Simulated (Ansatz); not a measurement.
## Where the states of MgO lie

```
Mg O
1.0
     0.00000    2.12692    2.12692
     2.12692    0.00000    2.12692
     2.12692    2.12692    0.00000
Mg O
1 1
Direct
  0.00000 0.00000 0.00000
  0.50000 0.50000 0.50000
```

The conventional cell has a = 4.254 Å, b = 4.254 Å, c = 4.254 Å, α = 90.00°, β = 90.00°, γ = 90.00°. Mg (atom 1) has 6 O at 2.13 Å as nearest neighbours. O (atom 2) has 6 Mg at 2.13 Å as nearest neighbours.

The cell was built from the rocksalt type and relaxed in the same program, and has space group Fm-3m; it needn't be a known or the stable phase.

Computed with DFT, PBE, all-electron LAPW, scalar-relativistic (Ansatz 0.2.0).

Sampling and basis: a Γ-centred 16×16×16 k mesh, Fermi–Dirac smearing of 0.05 eV, basis error target 1 meV/atom, no spin polarisation.

States per eV and cell, averaged over 0.6 eV, from -4.7 to -0.1 eV, with energies (bin centres) from the valence-band top; empty bins are left out. The partial columns, the largest 3 alone, are projections on Löwdin-orthogonalised atomic shells (those that the program's projection atoms carry: the occupied ones and, for some elements, an empty d or f shell; other empty shells have no column), summed over atoms of an element. Weights on diffuse s and p shells depend on that basis and aren't pure angular character.

```json
{"E (eV)": "-4.5", "total": "0.12", "O 2p": "0.09", "Mg 3s": "0.03", "O 2s": "0.00"}
{"E (eV)": "-3.9", "total": "1.11", "O 2p": "0.91", "Mg 3s": "0.16", "O 2s": "0.01"}
{"E (eV)": "-3.3", "total": "1.54", "O 2p": "1.28", "Mg 3s": "0.19", "O 2s": "0.03"}
{"E (eV)": "-2.7", "total": "0.65", "O 2p": "0.56", "Mg 3s": "0.05", "O 2s": "0.02"}
{"E (eV)": "-2.1", "total": "0.97", "O 2p": "0.89", "Mg 3s": "0.03", "O 2s": "0.01"}
{"E (eV)": "-1.5", "total": "1.71", "O 2p": "1.62", "Mg 3s": "0.03", "O 2s": "0.01"}
{"E (eV)": "-0.9", "total": "2.83", "O 2p": "2.75", "Mg 3s": "0.01", "O 2s": "0.00"}
{"E (eV)": "-0.3", "total": "1.07", "O 2p": "1.05", "Mg 3s": "0.00", "O 2s": "0.00"}
```

Question: Which of the resolved shells contributes most in the top eV of the valence band?

Answer: O 2p, with 98 % of all states there; Mg 3s follows with 0 %.
